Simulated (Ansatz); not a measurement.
BSiH3 (SMILES B[SiH]): the energy, rung by rung

BSiH3: 5 atoms, total charge 0, spin state triplet. SMILES: `B[SiH]`. The coordinates come from a GFN2-xTB relaxation.

```xyz
5

B    -0.2067   -0.7082    0.1267
Si    0.7608    0.8295   -0.3504
H    -1.3037   -0.6208    0.5495
H     0.2636   -1.7797    0.0100
H     0.4860    2.2792   -0.3358
```

Quantity: the energy change with the B1–H3 bond stretched from 1.179 to 1.474 Å, in eV. The values are calculated.

| level | kind | program | value (eV) | less FCI/STO-3G |
| --- | --- | --- | --- | --- |
| UHF/STO-3G | Hartree–Fock | Ansatz | 1.14 | +0.32 |
| UPBE0/STO-3G | global hybrid | Ansatz | 0.94 | +0.12 |
| UCAM-B3LYP/STO-3G | range-separated hybrid | Ansatz | 0.96 | +0.14 |
| UHSE06/STO-3G | range-separated hybrid | Ansatz | 0.94 | +0.12 |
| UB2PLYP/STO-3G | double hybrid | Ansatz | 0.94 | +0.12 |
| UCCSD(T)/STO-3G | coupled cluster or CI | Ansatz | 0.83 | +0.01 |
| UCCSD/STO-3G | coupled cluster or CI | Ansatz | 0.83 | +0.01 |
| UCCSDT/STO-3G | coupled cluster or CI | Ansatz | 0.82 | 0.00 |
| FCI/STO-3G | exact in the basis | Ansatz | 0.82 | 0.00 |

FCI/STO-3G is exact within its basis and frozen core, so for wave-function methods in that basis the difference is their error; functionals converge differently with the basis, so for them it is only a difference. The first shape isn't each level's own minimum. The values span 0.82 to 1.14 eV. All rows use very small basis sets, so none should be taken for the real molecule's value.
